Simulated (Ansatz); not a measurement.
Ansatz (an electronic-structure program) input (PBE/6-311++G(2d,2p)): A basis named .json is the Basis Set Exchange file of that set (core-valence sets with the plain set on hydrogen).

Ansatz 0.2 input:
```yaml
crystal:
  periodic: [false, false, false]
  atoms:
    - {symbol: F, position_ang: [-0.00000000, -0.00000000, -0.09245367]}
    - {symbol: H, position_ang: [0.00000000, 0.00000000, 0.83208299]}
basis:
  gaussian:
    orbitals: 6-311++G_2d_2p_.json
hamiltonian:
  xc: {name: PBE}
magnetization: {spin_polarized: false}
```

Output:

```
Functional definition: PBE
integrals: 0.00 GiB planned
258 factors; their error is unknown
mean field: 0.08 GiB planned
mean field evaluation 1: about -2729.9065 eV, gradient 3.6e1 eV
mean field evaluation 2: about -2723.9181 eV, gradient 7.5e1 eV
mean field evaluation 4: about -2731.6440 eV, gradient 4.7e-1 eV
mean field evaluation 8: about -2731.6412 eV, gradient 6.5e-2 eV
mean field -2731.64118056 eV, -100.3859618125 hartree, gradient 1.0e-5 eV, S^2 0.000000; 0 other end points of the search recorded, 0 dependent functions left out
reference -2731.64120222 eV, -100.3859626088 hartree; 5, 5 occupied and 32, 32 virtual orbitals, 258 factors
Total energy: -2731.64120222 eV, -100.3859626088 hartree
```
